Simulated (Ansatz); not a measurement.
**OH, doublet: reading a ladder of total energies**

Geometry: that of the OH⁺, singlet, kept fixed.

```tsv
atom	x (Å)	y (Å)	z (Å)
O	0.0000	0.0000	0.0000
H	0.0000	0.0000	1.0366
```

Basis aug-cc-pVTZ; Ansatz 0.2.0. Correlated methods freeze the noble-gas cores, which leaves 7 electrons in 68 orbitals. R marks a restricted (for open shells ROHF) determinant, U an unrestricted one.

Full CI isn't at hand for all of this; UCCSDT(Q) serves as the reference, and is uncertain by about the last step of the cluster series.

Runs differ by some tens of microhartree through their thresholds and, for an open shell, their frozen cores, so steps under 0.03 kcal/mol mean nothing.

| level | total energy (hartree) |
| --- | --- |
| UHF | -75.415733 |
| UMP2 | -75.622739 |
| UCCSD | -75.636306 |
| UCCSD(T) | -75.642505 |
| UCCSDT | -75.642882 |
| UCCSDT(Q) | -75.643113 |

Question: What is the correlation energy at UCCSDT(Q), and what share of it do UMP2 and UCCSD(T) recover?

Answer: E(corr) = -75.643113 − (-75.415733) = -0.227380 hartree = -6.187 eV. UMP2: -0.207006 / -0.227380 = 91.04 %. UCCSD(T): -0.226772 / -0.227380 = 99.73 %.

Question: By how many kcal/mol does UCCSD(T) miss UCCSDT(Q) (1 hartree = 627.509 kcal/mol), and which steps make up the rest?

Answer: -75.642505 − (-75.643113) = 0.000608 hartree = 0.38 kcal/mol. Steps: UCCSDT − UCCSD(T) = -0.24, UCCSDT(Q) − UCCSDT = -0.14 kcal/mol. That is within 1 kcal/mol of the reference in this basis, which itself misses far more of the correlation at the basis-set limit.
